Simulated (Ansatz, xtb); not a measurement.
C4H5FO: which of two isomers lies lower

We compare I, `C=C[C@@H]1O[C@@H]1F`, a singlet, with II, `C=C[C@@]1(F)CO1`, a singlet. Both are isolated molecules in the gas phase, relaxed with PBE-D3(BJ)/def2-SVP; the shapes shown needn't be the lowest conformers.

I (Å):

```xyz
11

C     2.5489    0.9540   -1.3680
C     1.7966    1.0559   -0.2571
C     0.8576    0.0055    0.1820
C     0.4444   -0.1068    1.5972
F     0.9844    0.7428    2.5194
O    -0.4454    0.4552    0.7041
H     2.4831    0.0726   -2.0274
H     3.2593    1.7436   -1.6550
H     1.8640    1.9419    0.3952
H     0.7949   -0.8950   -0.4595
H     0.1638   -1.0656    2.0779
```

II (Å):

| atom | x (Å) | y (Å) | z (Å) |
| --- | --- | --- | --- |
| C | 2.5262 | -0.6359 | 1.3496 |
| C | 2.1838 | 0.3165 | 0.4672 |
| C | 0.8769 | 0.3646 | -0.2347 |
| C | 0.1990 | 1.6094 | -0.6464 |
| F | 0.0752 | -0.7100 | 0.0413 |
| O | 0.8819 | 0.7510 | -1.5839 |
| H | 3.5105 | -0.6302 | 1.8408 |
| H | 1.8283 | -1.4492 | 1.5995 |
| H | 2.8724 | 1.1355 | 0.2031 |
| H | -0.9054 | 1.5922 | -0.7036 |
| H | 0.6647 | 2.5974 | -0.4685 |

Quicker runs give these differences E(II) − E(I): GFN2-xTB −0.17 kcal/mol; HF/STO-3G −1.05 kcal/mol (at GFN2-xTB geometries); r2SCAN-D4/def2-SVP −0.40 kcal/mol (at GFN2-xTB geometries).

**Question.** Estimate E(II) − E(I) at the level CCSD(T)/def2-SVP + ΔMP2/def2-TZVPP.

**Answer.** CCSD(T)/def2-SVP + ΔMP2/def2-TZVPP gives E(II) − E(I) = −0.14 kcal/mol, slightly favouring structure II, which is too small a margin to settle the true order.

How the difference moves with the method:

```
                             level             geometry  E(II) − E(I) (kcal/mol)  departure from the last row (kcal/mol)  job, with rough time for the two
                          GFN2-xTB             GFN2-xTB                     −0.17                                   −0.03              optimisation, 0.55 s
                         HF/STO-3G             GFN2-xTB                     −1.05                                   −0.92               single point, 1.2 s
                r2SCAN-D4/def2-SVP             GFN2-xTB                     −0.40                                   −0.26               single point, 7.8 s
               PBE-D3(BJ)/def2-SVP  PBE-D3(BJ)/def2-SVP                     +0.13                                   +0.27                optimisation, 80 s
                       HF/def2-SVP  PBE-D3(BJ)/def2-SVP                     −0.59                                   −0.45           part of the CCSD(T) run
                      MP2/def2-SVP  PBE-D3(BJ)/def2-SVP                     −0.22                                   −0.08           part of the CCSD(T) run
                  CCSD(T)/def2-SVP  PBE-D3(BJ)/def2-SVP                     −0.37                                   −0.23                      single point
CCSD(T)/def2-SVP + ΔMP2/def2-TZVPP  PBE-D3(BJ)/def2-SVP                     −0.14                                                        single point, 87 s
```

As drawn, both hold the same kinds of bond in the same numbers.

The largest departure from CCSD(T)/def2-SVP + ΔMP2/def2-TZVPP is that of HF/STO-3G, 0.92 kcal/mol. The last row adds to CCSD(T) the change of the MP2 difference between the two basis sets, here +0.23 kcal/mol.

With harmonic frequencies from PBE-D3(BJ)/def2-SVP (ideal gas, rigid rotor, one conformer each, 298.15 K, 1 atm): on the last row, ΔE + ΔZPE = −0.40, ΔH = −0.43, ΔG = −0.19 kcal/mol.

The correlated steps freeze 6 core orbitals. Codes used: Ansatz 0.2.0, xtb 6.7.1; the last row on 2 threads of Intel(R) Xeon(R) Processor @ 2.50GHz (Skylake/Cascade Lake) on a shared host.
